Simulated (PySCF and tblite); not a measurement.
The numbers below are computed, except where a source is named.
C4H8Cl2, numbered as in [Cl:1][CH2:2][CH2:3][CH2:4][CH2:5][Cl:6]. Level: TPSS-D3(BJ)/def2-TZVP (IEF-PCM, dichloromethane)//GFN2-xTB, thermal terms from GFN2-xTB, symmetry numbers and mirror pairs counted. Conformers within 3 kcal/mol (GFN2-xTB free energy) were kept, 10 at most. GIAO shieldings: wB97X-D/pcSseg-1 (IEF-PCM, dichloromethane). Shifts are against TMS (¹H), TMS (¹³C) at the same level. Programs: PySCF with density fitting and tblite.

Torsions listed: Cl1–C2–C3–C4, C2–C3–C4–C5, C3–C4–C5–Cl6. Of a mirror pair one member is shown.

```
conformer              shape  point group  mirror pair  ΔE(DFT)  Δ(G−E) at 400 K  δ C2/C5 (ppm)
        1    65°, 180°, -65°           Ci           no     0.00             0.00           53.8
        2      60°, 66°, 61°           C2          yes     0.17             0.10           49.3
        3  -64°, -178°, -64°           C2          yes     0.29            -0.08           52.9
        4   -65°, 180°, 179°           C1          yes     0.32            -0.29           52.2
        5   180°, 180°, 180°          C2h           no     0.33            -0.42           51.3
        6  -60°, -66°, -173°           C1          yes     0.78            -0.10           50.3
        7    176°, 69°, 176°           C2          yes     0.99            -0.23           51.0
        8   -172°, -68°, 80°           C1          yes     1.89            -0.03           52.9
        9     66°, 87°, -70°           C1          yes     2.04            -0.03           54.7
```

Energies in kcal/mol; the thermal term leaves out symmetry numbers and mirror images.

Q: Work out the weights at 400 K and the ¹³C shift of C2/C5 under fast exchange.

A: RT = 0.795 kcal/mol. Each conformer gets RT ln(σ/g), with σ the rotational symmetry number and g = 2 for a mirror pair: 1: σ = 1, g = 1, G = 0.00 + 0.00 + 0.00 = 0.00, 0.52 above the lowest, exp(−ΔG/RT) = 0.518; 2: σ = 2, g = 2, G = 0.17 + 0.10 + 0.00 = 0.27, 0.80 above the lowest, exp(−ΔG/RT) = 0.367; 3: σ = 2, g = 2, G = 0.29 − 0.08 + 0.00 = 0.21, 0.73 above the lowest, exp(−ΔG/RT) = 0.400; 4: σ = 1, g = 2, G = 0.32 − 0.29 − 0.55 = -0.52, 0.00 above the lowest, exp(−ΔG/RT) = 1.000; 5: σ = 2, g = 1, G = 0.33 − 0.42 + 0.55 = 0.46, 0.98 above the lowest, exp(−ΔG/RT) = 0.291; 6: σ = 1, g = 2, G = 0.78 − 0.10 − 0.55 = 0.13, 0.66 above the lowest, exp(−ΔG/RT) = 0.438; 7: σ = 2, g = 2, G = 0.99 − 0.23 + 0.00 = 0.77, 1.29 above the lowest, exp(−ΔG/RT) = 0.198; 8: σ = 1, g = 2, G = 1.89 − 0.03 − 0.55 = 1.31, 1.84 above the lowest, exp(−ΔG/RT) = 0.099; 9: σ = 1, g = 2, G = 2.04 − 0.03 − 0.55 = 1.47, 1.99 above the lowest, exp(−ΔG/RT) = 0.082. The sum is 3.394, so the weights are 15.3, 10.8, 11.8, 29.5, 8.6, 12.9, 5.8, 2.9, 2.4 %. The averaged shift is 51.9 ppm. At 298.15 K it is 51.9 ppm. At 298.15 K the leading conformer alone gives 52.2 ppm and bare DFT energies give 51.9 ppm.
